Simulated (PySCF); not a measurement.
## Name the molecule from its bond curve

A diatomic of charge 0 contains B. Its triplet curve at PBE0 in a double-zeta basis (spin-free X2C with a Gaussian nucleus, PySCF), in eV from the separated fragments:

```csv
R (Å),E (eV)
1.134,-3.388
1.187,-4.203
1.240,-4.661
1.279,-4.825
1.319,-4.871
1.359,-4.824
1.411,-4.653
1.477,-4.318
1.556,-3.819
1.662,-3.109
```

The fit gives ωe = 1624 cm⁻¹ and the rotational constant Bₑ = 1.576 cm⁻¹.

**Question.** Which atom is the partner?

**Answer.** The minimum lies at 1.317 Å, so the reduced mass is 16.8576 u Å² cm⁻¹/(Bₑ·Re²) = 6.167 u. With B at 11.01 u the partner weighs about 14.0 u: N. The molecule is BN.

The state was picked by a PBE0 search and need not be the measured ground state.
